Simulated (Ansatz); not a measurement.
Rutile TiO₂, treated with PBE0 (Ansatz, a program for electronic structure, PAW).

Settings: plane-wave cutoff 520 eV, 6×6×8 k mesh (along the axes of the cell as run), no spin polarisation, scalar-relativistic PAW data made under PBE.

Cell (relaxed at this level):

TiO2 has the tetragonal space group P4₂/mnm (No. 136), the rutile structure, Pearson symbol tP6. Lattice parameters: a = b = 4.5798 Å, c = 2.9437 Å, α = β = γ = 90.00°. Ti on 2a is surrounded by 6 O at 1.938–1.977 Å (octahedral). O on 4f is surrounded by 3 Ti at 1.938–1.977 Å (trigonal planar). (Neighbours: up to the widest gap in distance over summed covalent radii, below 1.35, at either atom; cation-cation and far metal-metal contacts left out.)

Problem. Estimate the Voigt–Reuss–Hill bulk modulus, Poisson ratio, elastic constant C33, elastic constant C66, Young modulus, elastic constant C11, elastic constant C12, elastic constant C13 and elastic constant C44 that the calculation returns.

Solution. 
Voigt–Reuss–Hill bulk modulus: 243 GPa
Poisson ratio: 0.278
elastic constant C33: 543 GPa
elastic constant C66: 244 GPa
Young modulus: 323 GPa
elastic constant C11: 303 GPa
elastic constant C12: 198 GPa
elastic constant C13: 173 GPa
elastic constant C44: 133 GPa

Measured, for comparison: elastic constant C33 484 GPa, elastic constant C66 190 GPa, elastic constant C11 268 GPa, elastic constant C12 175 GPa, elastic constant C13 147 GPa, elastic constant C44 124 GPa (room temperature, not corrected to a static lattice; as tabulated in Elasticity of TiO2 rutile to 1800 K). Computed (rounded) less measured: elastic constant C33 +12 %, elastic constant C66 +28 %, elastic constant C11 +13 %, elastic constant C12 +13 %, elastic constant C13 +18 %, elastic constant C44 +7 %. A static lattice is as a rule a little smaller and stiffer than an uncorrected measurement, which narrows the difference in the elastic constant C44 and would widen misses of the other sign.

Elastic constants are with the ions relaxed.

Cost on a shared machine: around 5 core-hours (rough).
